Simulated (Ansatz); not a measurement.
Ideal-gas functions of C₃H₂O, SMILES `C1=COC=1` at 600 K and 1 bar, from an Ansatz frequency run at PBE0-D4/def2-TZVP.

Molar mass 54.05 g/mol, point group C2 (symmetry number 2), electronic degeneracy 1, moments of inertia 20.724, 41.338, 60.062 u Å². Harmonic wavenumbers (cm⁻¹, unscaled): 175, 341, 456, 587, 765, 886, 1066, 1081, 1339, 1664, 3259, 3260.

Use S(trans) = R[1.5 ln M + 2.5 ln T − 1.1517]; rotational temperatures θ = 24.2544 K / I; S(rot) = R[ln(√π/σ · √(T³/θAθBθC)) + 1.5]; for each mode x = 1.438777 ν̃/T, S = R[x/(eˣ − 1) − ln(1 − e⁻ˣ)] and H = RT x/(eˣ − 1); 1 cm⁻¹ = 0.0119627 kJ/mol; R = 8.31446 J/(mol·K).

Q: By hand: the entropy, in J/(mol·K).

A: Translation 173.2. Rotation: θ = 1.1704, 0.5867, 0.4038 K, giving 96.6. Vibration, mode by mode: 15.60, 10.22, 7.97, 6.13, 4.35, 3.45, 2.46, 2.39, 1.46, 0.78, 0.03, 0.03, in all 54.9. Electronic 0.0. Sum 324.7 J/(mol·K).

Q: By hand: H − E and G − E in kJ/mol, counted from the electronic energy.

A: Zero-point energy ½ × 14879 × 0.0119627 = 89.0; thermal vibration 18.6; translation, rotation and pV give 4 RT = 20.0. H − E = 127.6 kJ/mol, and G − E = 127.6 − 600 × 324.7/1000 = -67.2 kJ/mol.

Vibration gives 17 % of the entropy. The sum counts one conformer and one mirror image; others add a mixing term.
